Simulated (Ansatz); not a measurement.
`C=C(O)CC=O`. The species carries charge 0 and has multiplicity 1. The structure was optimised at the PBE0-D4/def2-TZVP level. It is one conformer, not always the lowest.

```xyz
12

C    -0.159   -0.674   -1.604
C    -0.045   -0.616   -0.281
O    -0.662   -1.459    0.587
C     0.754    0.408    0.455
C    -0.128    1.405    1.169
O     0.105    2.580    1.219
H     0.355    0.043   -2.228
H    -0.758   -1.433   -2.093
H    -1.217   -2.072    0.094
H     1.348   -0.101    1.226
H     1.431    0.945   -0.207
H    -1.024    0.975    1.662
```

Q: What is the dipole moment at B3LYP/def2-TZVPP? (An estimate is asked.)

A: Ansatz gave: 3.25 D, with components (-0.50, -3.05, -1.00) D in this frame, pointing from negative to positive charge.

Q: And with PBE, r2SCAN, ωB97M-V? (An estimate is asked.)

A: Computed: PBE 3.10 D, r2SCAN 3.18 D, ωB97M-V 3.24 D.

Q: Give the Mulliken charges with B3LYP, ωB97M-V, r2SCAN in def2-TZVPP. (Estimate.)

A: Ansatz gave: 
```json
{"atom": "C1", "B3LYP": "-0.27", "ωB97M-V": "-0.25", "r2SCAN": "-0.25"}
{"atom": "C2", "B3LYP": "0.15", "ωB97M-V": "0.14", "r2SCAN": "0.17"}
{"atom": "O3", "B3LYP": "-0.31", "ωB97M-V": "-0.29", "r2SCAN": "-0.33"}
{"atom": "C4", "B3LYP": "-0.03", "ωB97M-V": "-0.08", "r2SCAN": "0.05"}
{"atom": "C5", "B3LYP": "0.08", "ωB97M-V": "0.10", "r2SCAN": "0.14"}
{"atom": "O6", "B3LYP": "-0.25", "ωB97M-V": "-0.26", "r2SCAN": "-0.29"}
{"atom": "H7", "B3LYP": "0.09", "ωB97M-V": "0.09", "r2SCAN": "0.07"}
{"atom": "H8", "B3LYP": "0.07", "ωB97M-V": "0.07", "r2SCAN": "0.06"}
{"atom": "H9", "B3LYP": "0.20", "ωB97M-V": "0.19", "r2SCAN": "0.21"}
{"atom": "H10", "B3LYP": "0.09", "ωB97M-V": "0.11", "r2SCAN": "0.06"}
{"atom": "H11", "B3LYP": "0.09", "ωB97M-V": "0.10", "r2SCAN": "0.06"}
{"atom": "H12", "B3LYP": "0.08", "ωB97M-V": "0.09", "r2SCAN": "0.05"}
```

B3LYP here is the variant with VWN-RPA as its local correlation; programs differ in this.
